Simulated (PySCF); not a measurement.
Species: ethanethiol, C2H6S.
SMILES with atom numbers: `[CH3:1][CH2:2][SH:3]` (hydrogens: H4, H5, H6 on C1; H7, H8 on C2; H9 on S3)

Computed with PySCF at wB97X-D/pcSseg-2, non-relativistic, on one gas-phase PBE0-D3(BJ)/def2-TZVP geometry that isn't relaxed in the solvent. The solvent is an IEF-PCM continuum (cavity from Bondi-type radii × 1.2). Specific hydrogen bonds and non-electrostatic terms are outside this model.

Gas phase at wB97X-D/pcSseg-2: HOMO -8.68 eV, LUMO 1.94 eV, dipole 1.75 D.

Task: What does the continuum do to the energy, the frontier levels and the dipole at wB97X-D/pcSseg-2 in chloroform?

Result: 
```
   solvent      ε  E(solvent) − E(gas) (kcal/mol)  polarisation term (kcal/mol)  distortion of the solute (kcal/mol)  HOMO (eV)  LUMO (eV)  dipole (D)
chloroform  4.711                           -2.24                         -2.52                                 0.28      -8.74       2.11        2.17
```

The first energy column is the sum of the next two and covers electrostatics alone.

Task: Which radius a makes the point-dipole formula ΔE = −[(ε − 1)/(2ε + 1)]·μ²/a³ give the value in chloroform, with the gas-phase dipole?

Result: μ = 0.690 au and |ΔE| = 0.00356 Eh give a = 1.92 Å; the farthest nucleus lies 2.21 Å from the centroid of the nuclei, so such a sphere wouldn't even hold the nuclei. The formula assumes a rigid point dipole at the centre of a sphere.

Hardware: one thread of an Arm Neoverse V2 (shared host). Cost: 12 s of wall time, 0.82 GiB resident at most. This is the whole shielding run at wB97X-D/pcSseg-2 in chloroform, SCF included.

The values belong to the conformer `[CH3:1][CH2:2][SH:3]`: H–S3–C2–C1 -61°.

wB97X-D is run here without its empirical dispersion term; that term would change no orbital, density or response property at a fixed geometry.
